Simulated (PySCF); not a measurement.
## 2(5H)-furanone: 4 charge schemes on one density

Species: 2(5H)-furanone, C4H4O2.
Z-matrix (Å and degrees, PBE0-D3(BJ)/def2-SVP geometry), rows numbered from 1:
```
O 
C   1  1.1942
C   2  1.4837  1  130.00
C   3  1.3350  2  108.36  1  -179.83
C   4  1.4933  3  108.57  2    -0.11
O   2  1.3654  1  122.84  3  -179.92
H   3  1.0886  2  122.53  1    -0.01
H   4  1.0913  3  127.82  2   179.98
H   5  1.1047  4  112.29  3  -119.31
H   5  1.1047  4  112.32  3   119.46
```

Density: PBE0/pcSseg-1 (PySCF); schemes: Mulliken, IAO, Hirshfeld and ESP-fitted. Geometry: PBE0-D3(BJ)/def2-SVP; no solvent, vibrations or thermal averaging.

**Question.** Which atoms carry the highest charge in the Mulliken, IAO, Hirshfeld and ESP-fitted schemes?

**Answer.** All schemes agree: Mulliken C2 (+0.515); IAO C2 (+0.506); Hirshfeld C2 (+0.189); ESP-fitted C2 (+0.828).

**Question.** For which atoms does the sign change between the 4 schemes (beyond +0.03 e in one, beyond −0.03 e in another)?

**Answer.** C5.

**Question.** At which atom do the 4 schemes differ most?

**Answer.** At C2: from +0.189 (Hirshfeld) to +0.828 e (ESP-fitted), 0.639 e apart.

**Question.** Give the atomic charges in each scheme.

**Answer.** In e:

```
atom                 environment  Mulliken     IAO  Hirshfeld  ESP-fitted
  O1       ester carbonyl oxygen    -0.378  -0.433     -0.270      -0.548
  C2       ester carbonyl carbon    +0.515  +0.506     +0.189      +0.828
  C3            alkene CH carbon    -0.188  -0.220     -0.058      -0.392
  C4            alkene CH carbon    -0.179  -0.129     -0.022      -0.134
  C5  sp3 carbon bound to oxygen    +0.128  -0.062     +0.013      +0.135
  O6  ester single-bonded oxygen    -0.446  -0.340     -0.114      -0.426
  H7            vinylic hydrogen    +0.121  +0.179     +0.070      +0.202
  H8            vinylic hydrogen    +0.123  +0.169     +0.070      +0.156
  H9          methylene hydrogen    +0.152  +0.165     +0.061      +0.089
 H10          methylene hydrogen    +0.152  +0.165     +0.061      +0.089
```

Mean size of the charges over all atoms: ESP-fitted 0.300 e, Mulliken 0.238 e, IAO 0.237 e, Hirshfeld 0.093 e. Each set sums to the total charge, 0, to within 0.001 e. The IAO scheme counts the electrons in orthogonalised intrinsic atomic orbitals, a minimal basis polarised so that it spans the occupied orbitals exactly.

**Question.** How many electrons does the IAO scheme count on O6?

**Answer.** Z − q = 8 − (-0.340) = 8.340.

**Question.** Sum the charges by element.

**Answer.** 
```
element  atoms  Mulliken     IAO  Hirshfeld  ESP-fitted
      O      2    -0.824  -0.773     -0.384      -0.974
      C      4    +0.277  +0.096     +0.122      +0.438
      H      4    +0.547  +0.677     +0.262      +0.536
```

The run behind these numbers computed NMR shieldings as well. On one thread of an x86-64 server, shared host, this took 4.3 s.
